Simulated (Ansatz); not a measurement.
A nudged elastic band was laid between two geometries of C$_{4}$H$_{4}$ClN (10 atoms, charge 0, multiplicity 1).

These are results of Ansatz, RKS PBE0-D4/def2-SVP, not measurements.

| Item | Value |
| --- | --- |
| movable images | 5 |
| climbing image | yes |
| spring | 5.0 eV/Å² |
| optimiser | quadratic models (default) |
| start path | IDPP |
| force threshold | 0.05 eV/Å |
| iteration limit | 60 |
| end points | relaxed |

Image 0:

```xyz
10
Properties=species:S:1:pos:R:3
Cl -2.017 -0.419 1.529
C -0.437 -1.002 0.878
C 0.102 -0.044 -0.091
C 0.409 0.006 -1.391
N 0.843 1.472 -1.348
C 0.545 1.443 -0.105
H 0.220 -1.125 1.751
H -0.605 -1.984 0.415
H 0.404 -0.656 -2.260
H 0.620 2.259 0.625
```

Image 6:

```xyz
10
Properties=species:S:1:pos:R:3
Cl -0.049 -0.537 2.515
C -0.525 -0.997 0.834
C 0.021 -0.040 -0.132
C 0.883 -0.023 -1.154
N 0.733 1.479 -1.403
C -0.086 1.480 -0.421
H -0.150 -2.011 0.643
H -1.625 -1.013 0.828
H 1.514 -0.724 -1.705
H -0.635 2.335 -0.002
```

Q: Which bonds break or form, and what moves?

A: No bond is made or broken. The dihedral H8–C2–C3–C4 goes from 3 to -126°. The two ends are copies of one structure, up to a mirror image or an exchange of like atoms.

Q: What energy profile does the band end with?

A: The run converged. The highest image is number 3 of 0 to 6, 0.143 eV above the ends, which have the same energy within 2 meV. A vibrational analysis at the climbing image gives one clearly imaginary mode, 115i cm⁻¹: a first-order saddle point.

| image | path coordinate (Å) | energy (eV) | dihedral H8–C2–C3–C4 (°) |
| --- | --- | --- | --- |
| 0 | 0.00 | 0.000 | 3 |
| 1 | 0.65 | 0.033 | -20 |
| 2 | 1.30 | 0.104 | -41 |
| 3 | 1.96 | 0.143 | -60 |
| 4 | 2.61 | 0.104 | -80 |
| 5 | 3.26 | 0.033 | -102 |
| 6 | 3.91 | 0.000 | -126 |

Q: What is the geometry of the highest image?

A: 
```xyz
10
Properties=species:S:1:pos:R:3
Cl -1.268 -0.198 2.218
C -0.451 -1.023 0.861
C 0.079 -0.043 -0.120
C 0.749 -0.041 -1.276
N 0.758 1.492 -1.393
C 0.117 1.497 -0.289
H 0.352 -1.640 1.293
H -1.188 -1.699 0.402
H 1.183 -0.757 -1.977
H -0.248 2.360 0.283
```

Q: What are the harmonic wavenumbers there?

A: 115i, 157, 247, 404, 503, 636, 784, 798, 817, 868, 924, 950, 1151, 1152, 1215, 1266, 1281, 1440, 1701, 1754, 3082, 3143, 3185, 3251 cm⁻¹.

Run time: 39 s on 2 threads of AMD EPYC 9R45 96-Core Processor (Zen 5) (shared host), peak memory 0.26 GiB.
